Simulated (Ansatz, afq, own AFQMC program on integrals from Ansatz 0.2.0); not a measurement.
# Atomization energy of BHO, singlet, worked out

```xyz
3

B     0.0000    0.0000    0.0084
O     0.0000    0.0000   -1.1895
H     0.0000    0.0000    1.1811
```

Connectivity, by distances: BH–O.

Basis cc-pVTZ. Noble-gas cores (and the filled d shells of Ga–Kr and In–Xe) are frozen. Integrals, coupled cluster, full CI and functionals: Ansatz 0.2.0; the random walks run on the same integrals in our own AFQMC program. The CISD trial takes its coefficients from CCSD amplitudes. Released means that phaseless walkers are propagated on without the constraint, phases kept. Error bars are statistical, one sigma.

Total energies in eV. CBS is CCSD(T) at the limit of def2-TZVPP/QZVPP (extrapolated itself); the highest rung of each member is named.

| member | count | CCSD(T)/cc-pVTZ | highest rung in cc-pVTZ | which | CCSD(T)/CBS |
| --- | --- | --- | --- | --- | --- |
| B (doublet) | +1 | -669.3484 | -669.3598 | FCI | -669.4648 |
| O (triplet) | +1 | -2040.1454 | -2040.1547 | FCI | -2040.9924 |
| H (doublet) | +1 | -13.6005 | -13.6005 | FCI | -13.6059 |
| BHO, singlet | -1 | -2736.1827 | -2736.2138 | CCSDT(Q) | -2737.4958 |

**Question.** Work out the best estimate of the atomization energy: the CCSD(T)/CBS difference plus the step from CCSD(T) to the highest rung.

**Answer.** Sums with the counts: CCSD(T)/CBS 13.4327 eV, highest rung 13.0988 eV, CCSD(T)/cc-pVTZ 13.0884 eV. The step is 13.0988 − 13.0884 = 0.0104 eV, so the best estimate is 13.4327 + (0.0104) = 13.4431 eV = 1297.1 kJ/mol. The basis set is worth 0.344 eV of it. Zero-point, core-correlation and spin–orbit terms aren't in it.

Best estimates are given only where the step beyond CCSD(T) is under 0.3 eV and no member's determinant is very poor (T1 over 0.05, or 0.07 for open shells, ⟨S²⟩ too high by 0.3, two states mixed), so the hardest cases are missing from such tables.

CCSDT and higher add their correlation energy to the determinant of the CCSD(T) run, since their own runs factorise the integrals more tightly (a shift of under 2 meV). Each member of a difference takes its own highest rung, so a best estimate needn't equal the limit plus the step of one row.
